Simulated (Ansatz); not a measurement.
in.yaml

```yaml
crystal:
  periodic: [false, false, false]
  atoms:
    - {symbol: B, position_ang: [0.000000, 0.000000, 0.000000]}
    - {symbol: S, position_ang: [0.000000, 0.000000, 1.873000]}
basis:
  gaussian: {orbitals: cc-pVTZ}
total_charge: 1
magnetization: {spin_polarized: true, initial_magnetization: 2}
hamiltonian: {xc: {name: r2SCAN}}
```

```sh
$ ansatz run in.yaml --threads 1 --pin off --events-out ev --progress --plain --max-ram 2393MiB
```

The program prints:

```
480 factors; their error is unknown
mean field evaluation 1: about -11495.1895 eV, gradient 2.0e1 eV
mean field evaluation 2: about -11475.3857 eV, gradient 5.7e1 eV
mean field evaluation 4: about -11497.5945 eV, gradient 3.7e0 eV
mean field evaluation 8: about -11497.6765 eV, gradient 1.8e-2 eV
mean field evaluation 16: about -11497.3218 eV, gradient 6.3e0 eV
mean field -11497.67654076 eV, -422.5318194679 hartree, gradient 3.5e-5 eV, S^2 2.012020; 1 other end points of the search recorded, 0 dependent functions left out
reference -11497.67655144 eV, -422.5318198605 hartree; 11, 9 occupied and 53, 55 virtual orbitals, 480 factors
Total energy: -11497.67655144 eV, -422.5318198605 hartree
```

Ran on 1 thread of Arm Neoverse V1, shared host: 3.2 s wall, 0.11 GiB peak host memory.
